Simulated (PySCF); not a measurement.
Gas-phase XPS of `C=C=CCl`, computed

C3H3Cl.
Atom-mapped SMILES: `[CH2:1]=[C:2]=[CH:3][Cl:4]`

Structure used (GFN2-xTB), in Å, numbered top down from 1:
```
atom  x, y, z in Å
C1    -1.3519    0.0509    0.0163
C2    -0.0653   -0.0874   -0.0007
C3     1.2239   -0.2022   -0.0187
Cl4    2.2792    1.1833   -0.0654
H5    -1.9311    0.0817   -0.8931
H6    -1.9009    0.1215    0.9419
H7     1.7495   -1.1429   -0.0075
```

Theory: PySCF 2.14.0, delta-SCF UKS SCAN, pcX-2 on the ionised atom, pcseg-1 elsewhere, spin-free X2C. Binding energies are ΔSCF values: E(core-ionised, relaxed orbitals) − E(ground state) at a fixed geometry, referred to the vacuum level.

**Question.** Give the core binding energies atom by atom.

**Answer.** 
| atom(s) | bonded to | level | binding energy (eV) | 2p1/2 (eV) | above the level's lowest (eV) | count |
| --- | --- | --- | --- | --- | --- | --- |
| C1 | C (double bond) and 2 H | C 1s | 291.07 | – | +0.19 | 1 |
| C2 | 2 C (double bond) | C 1s | 290.88 | – | 0.00 | 1 |
| C3 | Cl, C (double bond) and H | C 1s | 292.11 | – | +1.23 | 1 |
| Cl4 | C | Cl 2p3/2 | 206.18 | 207.84 | 0.00 | 1 |
| Cl4 | C | Cl 1s | 2828.78 | – | 0.00 | 1 |

The listed C 1s values span 1.23 eV, from C2 (bonded to 2 C (double bond)) to C3 (bonded to Cl, C (double bond) and H). The widest gap between neighbouring values is 1.04 eV, between 291.07 and 292.11 eV.

**Question.** Which effective nuclear charge Zeff reproduces each element's mean 1s value in the hydrogen-like formula E = 13.606 eV × Zeff²?

**Answer.** C (Z = 6): mean 291.4 eV, Zeff = 4.63, Z − Zeff = 1.37; Cl (Z = 17): mean 2828.8 eV, Zeff = 14.42, Z − Zeff = 2.58. Means run over the listed sites, weighted by atom count.

The unrestricted hole states depart most from a pure doublet (⟨S²⟩ = 0.75; over 0.85 named) for C 1s of C2 (0.86), which makes this value less certain. The 2p values aren't plain energy differences: one relaxed spin-free 2p hole is combined with a matrix within the shell (ground-state 2p orbital-energy differences and spin–orbit coupling). 2p3/2, the mean of its two sublevels, lies a third of the splitting below the shell's mean and 2p1/2 two thirds above it; the statistical areas are 2:1. 2p1/2 minus 2p3/2 (ligand field included): Cl 1.65 eV. Geometry: GFN2-xTB; no solvent, vibrations or thermal averaging.
